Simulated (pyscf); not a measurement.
Thermochemistry of product channels of AsH₃ + HO–GaH₂ on the singlet surface, in eV, from ωB97M-D3(BJ)/def2-TZVP energies (ideal gas, 1 atm, RRHO with modes under 100 cm⁻¹ raised to 100, one conformer, R ln 2 for chiral ones without a mode under 150 cm⁻¹). Single points on ωB97X-D3(BJ)/def2-SVP structures (PySCF, gas phase).

```csv
products,ΔE,ΔH(298 K),ΔG(298 K),ΔG(900 K)
HO–GaH–AsH₂ + H₂,___,-0.39,-0.32,-0.27
H₂Ga–O–AsH₂ + H₂,+0.54,+0.43,+0.51,___
```

Problem. Some entries are withheld; supply them.

Solution. 
- HO–GaH–AsH₂ + H₂, ΔE: -0.36
- H₂Ga–O–AsH₂ + H₂, ΔG(900 K): +0.59

These are energies of the channels, which say nothing of barriers. Elements up to Kr have no core potential and no relativistic terms here.
